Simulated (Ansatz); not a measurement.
# AlH2ClF− (SMILES [F][AlH2-][Cl]): methods side by side

AlH2ClF− has 5 atoms, charge -1, and is taken as a singlet. As SMILES, `[F][AlH2-][Cl]`. Geometry: a GFN2-xTB relaxation, a rough one for these elements and not checked as a minimum.

```xyz
5

F    -1.1933    0.1142    1.2287
Al   -0.0869    0.0623   -0.0524
Cl    1.6539   -0.9929    0.5113
H    -0.7327   -0.7218   -1.2690
H     0.3590    1.5383   -0.4186
```

Each level gives the energy change with the F1–Al2 bond stretched from 1.693 to 3.387 Å (eV). The values are calculated.

```
                      level                    kind  program  value (eV)  less FCI/STO-3G  CPU time (all runs)
     HF/STO-3G (restricted)            Hartree–Fock   Ansatz        8.87            +2.81               0.32 s
   BLYP/STO-3G (restricted)                     GGA   Ansatz        6.35            +0.29                  3 s
 revPBE/STO-3G (restricted)                     GGA   Ansatz        6.24            +0.18                  3 s
  B3LYP/STO-3G (restricted)           global hybrid   Ansatz        6.98            +0.92                3.4 s
wB97M-V/STO-3G (restricted)  range-separated hybrid   Ansatz        7.73            +1.67                 55 s
  wB97X/STO-3G (restricted)  range-separated hybrid   Ansatz        7.68            +1.62                 13 s
    MP2/STO-3G (restricted)     perturbation theory   Ansatz        7.60            +1.54               0.43 s
  CCSDT/STO-3G (restricted)   coupled cluster or CI   Ansatz        6.05            -0.01                1.1 s
                 FCI/STO-3G      exact in the basis   Ansatz        6.06             0.00                8.1 s
```

FCI/STO-3G is exact within its basis and frozen core, so for wave-function methods in that basis the difference is their error; functionals converge differently with the basis, so for them it is only a difference. Spin-restricted single references rise too steeply as a bond breaks, Hartree–Fock most of all. Perturbation and coupled-cluster corrections on them can overshoot downwards. Sets without diffuse functions describe the anion poorly. The first shape isn't each level's own minimum. The values span 6.05 to 8.87 eV. All rows use very small basis sets, so even the best lies far from the true value. CPU times are rough (shared hosts, several kinds of processor): they show what a rung costs within a factor of a few.
